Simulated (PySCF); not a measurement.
Molecule (SMILES): [O+]#[Si-] (O-Si).
Geometry (B3LYP-D3(BJ)/def2-TZVP, fixed):
```
Si
O 1 1.5131
```

Basis-set convergence of the mean static polarisability at HF with PySCF. All functions are spherical. Density fitting with generated auxiliary sets. No added dispersion term, no relativity. Reference: the value in aug-cc-pV(5+d)Z, 28.10 bohr³, itself unsure by roughly 0.2 % (its mean distance from aug-pcseg-3, aug-cc-pV(Q+d)Z, aug-pcseg-2). Deviations are taken from unrounded values.

```json
[
 {"basis": "STO-3G", "functions": "14", "mean static polarisability (bohr³)": "9.83", "minus reference (%)": "-65.0"},
 {"basis": "pcseg-0", "functions": "22", "mean static polarisability (bohr³)": "20.71", "minus reference (%)": "-26.3"},
 {"basis": "6-31G**", "functions": "32", "mean static polarisability (bohr³)": "22.49", "minus reference (%)": "-19.9"},
 {"basis": "6-31+G*", "functions": "40", "mean static polarisability (bohr³)": "25.13", "minus reference (%)": "-10.6"},
 {"basis": "aug-pcseg-1", "functions": "50", "mean static polarisability (bohr³)": "27.39", "minus reference (%)": "-2.5"},
 {"basis": "6-311+G**", "functions": "52", "mean static polarisability (bohr³)": "25.03", "minus reference (%)": "-10.9"},
 {"basis": "6-311++G(3df,3pd)", "functions": "86", "mean static polarisability (bohr³)": "27.45", "minus reference (%)": "-2.3"},
 {"basis": "aug-pcseg-2", "functions": "96", "mean static polarisability (bohr³)": "27.95", "minus reference (%)": "-0.5"},
 {"basis": "def2-QZVPPD", "functions": "142", "mean static polarisability (bohr³)": "28.09", "minus reference (%)": "0.0"}
]
```

The smallest set listed that lies within 5 % of the reference with all its larger relatives (same family, alike in diffuse functions; a set with none counts only in the reference's own line) is aug-pcseg-1 (50 functions, -2.5 % off). Inside, with no larger relative to test it: 6-311++G(3df,3pd), def2-QZVPPD. (Relatives not listed, tested too: aug-pcseg-3 -0.1 %.)
